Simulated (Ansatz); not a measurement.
# Worked example: vertical ionisation energy of C6H14 (2,3-dimethylbutane)

The species is C6H14 (20 atoms), meant as a singlet with charge 0. As SMILES, `CC(C)C(C)C`. Geometry: relaxed at PBE0-D4/def2-TZVP. This is one conformer, not always the lowest.

```xyz
20

C    -0.8576   -1.6795   -0.7296
C     0.2387   -0.8372   -0.0920
C     1.2441   -0.3905   -1.1454
C    -0.3394    0.3211    0.7403
C     0.7189    0.9683    1.6229
C    -1.0516    1.3775   -0.0945
H    -1.5850   -2.0165    0.0140
H    -1.3988   -1.1191   -1.4970
H    -0.4372   -2.5654   -1.2124
H     0.7721   -1.4817    0.6196
H     2.0588    0.1970   -0.7166
H     1.6898   -1.2577   -1.6392
H     0.7656    0.2137   -1.9211
H    -1.0866   -0.1310    1.4063
H     1.4717    1.4925    1.0277
H     0.2691    1.7033    2.2954
H     1.2355    0.2250    2.2365
H    -1.8352    0.9488   -0.7228
H    -1.5212    2.1223    0.5530
H    -0.3517    1.9089   -0.7451
```

Both states at this one shape; open shells run unrestricted unless said. 1 Eh = 27.2114 eV.

```tsv
level	program	singlet C6H14 (Eh)	doublet [C6H14]+ (Eh)	HOMO of the first (eV)
HF/6-31G* (spherical functions)	Ansatz	-235.360974	-234.984934	-11.84
PBE/6-31G* (spherical functions)	Ansatz	-236.715375	-236.350981	-7.02
r2SCAN/6-31G* (spherical functions)	Ansatz	-236.907827	-236.535312	-7.34
B3LYP/6-31G* (spherical functions)	Ansatz	-237.077539	-236.697113	-8.20
```

**Question.** Work out the vertical ionisation energy at each level.

**Answer.** 
1. HF/6-31G* (spherical functions): -234.984934 − (-235.360974) = 0.376040 Eh = 10.23 eV; −ε(HOMO) = 11.84 eV.
2. PBE/6-31G* (spherical functions): -236.350981 − (-236.715375) = 0.364394 Eh = 9.92 eV; −ε(HOMO) = 7.02 eV.
3. r2SCAN/6-31G* (spherical functions): -236.535312 − (-236.907827) = 0.372515 Eh = 10.14 eV; −ε(HOMO) = 7.34 eV.
4. B3LYP/6-31G* (spherical functions): -236.697113 − (-237.077539) = 0.380426 Eh = 10.35 eV; −ε(HOMO) = 8.20 eV.

No measured value is set beside it here; the levels span 9.92 to 10.35 eV. In Hartree–Fock, −ε(HOMO) (Koopmans) exceeds the difference of totals by the orbital relaxation of the ion. In semi-local functionals −ε(HOMO) lies far under the ionisation energy, a result of self-interaction.
